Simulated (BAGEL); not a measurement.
# C3H4OS (SMILES C#CC[SH]=O) at B3LYP/6-31G(d) (density fitting with qzvpp-jkfit, spherical functions)

Aim: the energy change on altering one bond length of C3H4OS at B3LYP/6-31G* (density fitting with qzvpp-jkfit, spherical functions), from 2 runs. 

The results are computed with BAGEL 1.2.2.

### 1 The molecule

C3H4OS has 9 atoms, charge 0, and is taken as a singlet. As SMILES, `C#CC[SH]=O`. Geometry: relaxed at GFN2-xTB. This is one conformer, not always the lowest.

Bond lengths: C1–C2 1.198 Å, C2–C3 1.432 Å, C3–S4 1.883 Å, S4–O5 1.456 Å, C1–H6 1.048 Å, C3–H7 1.090 Å, C3–H8 1.090 Å, S4–H9 1.419 Å. Some angles: C1–C2–C3 176.4°, C2–C3–S4 111.1°, C3–S4–O5 107.8°, C2–C1–H6 178.1°, C2–C3–H7 111.9°, C2–C3–H8 111.4°, S4–C3–H7 105.5°, S4–C3–H8 106.2°, C3–S4–H9 90.4°, O5–S4–H9 104.8°.

### 2 The energy at B3LYP/6-31G(d) (density fitting with qzvpp-jkfit, spherical functions)

The input, calc.json:

```json
{ "bagel" : [

{
  "title" : "molecule",
  "basis" : "6-31gs.json",
  "df_basis" : "qzvpp-jkfit",
  "angstrom" : true,
  "geometry" : [
    { "atom" : "C", "xyz" : [      -0.179090,       1.581240,       1.213770 ] },
    { "atom" : "C", "xyz" : [      -0.103020,       0.446440,       0.838850 ] },
    { "atom" : "C", "xyz" : [      -0.003700,      -0.879770,       0.307360 ] },
    { "atom" : "S", "xyz" : [       0.259180,      -0.845130,      -1.556560 ] },
    { "atom" : "O", "xyz" : [      -0.887510,      -0.175830,      -2.154700 ] },
    { "atom" : "H", "xyz" : [      -0.255440,       2.563030,       1.573400 ] },
    { "atom" : "H", "xyz" : [       0.853570,      -1.417320,       0.711910 ] },
    { "atom" : "H", "xyz" : [      -0.921210,      -1.444530,       0.474900 ] },
    { "atom" : "H", "xyz" : [       1.237230,       0.171870,      -1.408920 ] }
  ]
},

{ "title" : "ks", "xc_func" : "b3lyp" },

{ "title" : "print", "file" : "orbitals.molden", "orbitals" : true }

]}
```

The basis set 6-31G* is read from a file made from the Basis Set Exchange's data (not shown).

Command:

```bash
$ BAGEL_NUM_THREADS=1 BAGEL calc.json > calc.out
```

What it wrote:

```text
* using 1 threads per process

  ===============================================================
  ===============================================================

  *** Geometry ***

  { "atom" : "C", "xyz" : [     -0.338431,      2.988111,      2.293693 ] },
  { "atom" : "C", "xyz" : [     -0.194680,      0.843649,      1.585197 ] },
  { "atom" : "C", "xyz" : [     -0.006992,     -1.662524,      0.580826 ] },
  { "atom" : "S", "xyz" : [      0.489779,     -1.597064,     -2.941472 ] },
  { "atom" : "O", "xyz" : [     -1.677151,     -0.332271,     -4.071793 ] },
  { "atom" : "H", "xyz" : [     -0.482712,      4.843425,      2.973295 ] },
  { "atom" : "H", "xyz" : [      1.613014,     -2.678347,      1.345315 ] },
  { "atom" : "H", "xyz" : [     -1.740835,     -2.729766,      0.897431 ] },
  { "atom" : "H", "xyz" : [      2.338026,      0.324787,     -2.662473 ] },

  Number of auxiliary basis functions:      502

  Since a DF basis is specified, we compute 2- and 3-index integrals:
    o Being stored without compression. Storage requirement is 0.027 GB

  Number of basis functions:       82
  Number of electrons      :       46

    * METHOD: MOLECULE                             0.29

  *** Kohn-Sham DFT ***

    * Removing 17176 points whose weight is below 1.00e-10
    * Grid points: 116978

  === Nuclear Repulsion ===
   207.0246580410

       - DIIS with orbital gradients will be used.

  === KS iteration (b3lyp / 6-31gs.json) ===
      0       -515.60044933          0.13044764           0.45
      1       -300.74653684          0.23579798           0.41
      2       -408.22252249          0.10914450           0.42
      3       -516.66886917          0.17709986           0.42
      4       -523.28675818          0.15239298           0.41
      5       -528.05927558          0.14491489           0.41
      6       -527.93710239          0.14439221           0.41
      7       -523.76630159          0.15764165           0.44
      8       -499.84535509          0.17174722           0.41
      9       -569.86677207          0.10151898           0.40
[... 17 lines of this table left out ...]
     27       -589.98037050          0.00000005           0.41
     28       -589.98037050          0.00000004           0.42
     29       -589.98037050          0.00000001           0.42
     30       -589.98037050          0.00000000           0.42
    * SCF iteration converged.

    * Permanent dipole moment:
           (   -0.854909,     0.385329,    -0.828293) a.u.

    * METHOD: KS                                  13.43

    * METHOD: PRINT                                0.02

  ===============================================================
```

It took 14 s on 1 thread of Arm Neoverse V1, shared host; peak memory 0.46 GiB.

### 3 The distorted shape, same level

The input, calc.json:

```json
{ "bagel": [

{
  "title": "molecule",
  "basis": "6-31gs.json",
  "df_basis": "qzvpp-jkfit",
  "angstrom": true,
  "geometry": [
    { "atom": "C", "xyz": [   -0.208889,    1.979148,    1.373235 ] },
    { "atom": "C", "xyz": [   -0.132819,    0.844348,    0.998315 ] },
    { "atom": "C", "xyz": [   -0.003700,   -0.879770,    0.307360 ] },
    { "atom": "S", "xyz": [    0.259180,   -0.845130,   -1.556560 ] },
    { "atom": "O", "xyz": [   -0.887510,   -0.175830,   -2.154700 ] },
    { "atom": "H", "xyz": [   -0.285239,    2.960938,    1.732865 ] },
    { "atom": "H", "xyz": [    0.853570,   -1.417320,    0.711910 ] },
    { "atom": "H", "xyz": [   -0.921210,   -1.444530,    0.474900 ] },
    { "atom": "H", "xyz": [    1.237230,    0.171870,   -1.408920 ] }
  ]
},
{
  "title": "ks",
  "xc_func": "b3lyp"
},
{
  "title": "print",
  "file": "orbitals.molden",
  "orbitals": true
}

]}
```

The basis set 6-31G* is read from a file made from the Basis Set Exchange's data (not shown).

Command:

```bash
$ BAGEL_NUM_THREADS=1 BAGEL calc.json > calc.out
```

What it wrote:

```text
* using 1 threads per process

  ===============================================================
  ===============================================================

  *** Geometry ***

  { "atom" : "C", "xyz" : [     -0.394743,      3.740048,      2.595038 ] },
  { "atom" : "C", "xyz" : [     -0.250992,      1.595586,      1.886542 ] },
  { "atom" : "C", "xyz" : [     -0.006992,     -1.662524,      0.580826 ] },
  { "atom" : "S", "xyz" : [      0.489779,     -1.597064,     -2.941472 ] },
  { "atom" : "O", "xyz" : [     -1.677151,     -0.332271,     -4.071793 ] },
  { "atom" : "H", "xyz" : [     -0.539024,      5.595362,      3.274640 ] },
  { "atom" : "H", "xyz" : [      1.613014,     -2.678347,      1.345315 ] },
  { "atom" : "H", "xyz" : [     -1.740835,     -2.729766,      0.897431 ] },
  { "atom" : "H", "xyz" : [      2.338026,      0.324787,     -2.662473 ] },

  Number of auxiliary basis functions:      502

  Since a DF basis is specified, we compute 2- and 3-index integrals:
    o Being stored without compression. Storage requirement is 0.027 GB

  Number of basis functions:       82
  Number of electrons      :       46

    * METHOD: MOLECULE                             0.29

  *** Kohn-Sham DFT ***

    * Removing 16365 points whose weight is below 1.00e-10
    * Grid points: 117789

  === Nuclear Repulsion ===
   197.2987385630

       - DIIS with orbital gradients will be used.

  === KS iteration (b3lyp / 6-31gs.json) ===
      0       -513.67705208          0.09915651           0.46
      1       -278.58866142          0.17732332           0.43
      2       -411.07243003          0.16232165           0.43
      3       -539.85532084          0.17421463           0.44
      4       -581.14297191          0.07996703           0.43
      5       -589.46739489          0.02633527           0.43
      6       -589.68020569          0.01716541           0.43
      7       -589.76121023          0.01590301           0.41
      8       -589.87967542          0.00912587           0.43
      9       -589.92075730          0.00266924           0.43
     10       -589.92331515          0.00147718           0.42
     11       -589.92443290          0.00032037           0.41
     12       -589.92446996          0.00019294           0.41
     13       -589.92448975          0.00005278           0.41
     14       -589.92449073          0.00003517           0.43
     15       -589.92449111          0.00001887           0.43
     16       -589.92449131          0.00000174           0.43
     17       -589.92449131          0.00000105           0.43
     18       -589.92449131          0.00000041           0.44
     19       -589.92449131          0.00000026           0.44
     20       -589.92449131          0.00000009           0.44
     21       -589.92449131          0.00000003           0.43
     22       -589.92449131          0.00000003           0.43
     23       -589.92449131          0.00000001           0.42
    * SCF iteration converged.

    * Permanent dipole moment:
           (   -0.892738,     0.576864,    -0.661181) a.u.

    * METHOD: KS                                  10.98

    * METHOD: PRINT                                0.02

  ===============================================================
```

Run time: 12 s. Hardware: 1 thread of Arm Neoverse V1, shared host; peak memory 0.46 GiB.

### 4 What came out

Level: B3LYP/6-31G* (density fitting with qzvpp-jkfit, spherical functions).

```
                                                         quantity          value
                                        first shape: total energy  -589.98037 Eh
                                       first shape: dipole moment         3.18 D
                                         first shape: HOMO energy       -6.46 eV
                                         first shape: LUMO energy       -0.12 eV
                                       first shape: HOMO–LUMO gap        6.34 eV
                                    distorted shape: total energy  -589.92449 Eh
                                   distorted shape: dipole moment         3.18 D
                                     distorted shape: HOMO energy       -6.73 eV
                                     distorted shape: LUMO energy       -0.67 eV
                                   distorted shape: HOMO–LUMO gap        6.06 eV
energy change with the C2–C3 bond stretched from 1.432 to 1.862 Å       1.521 eV
```

With the C2–C3 bond stretched from 1.432 to 1.862 Å the energy rises by 1.52 eV (35 kcal/mol). The first shape isn't relaxed at this level, so the change isn't measured from a minimum.
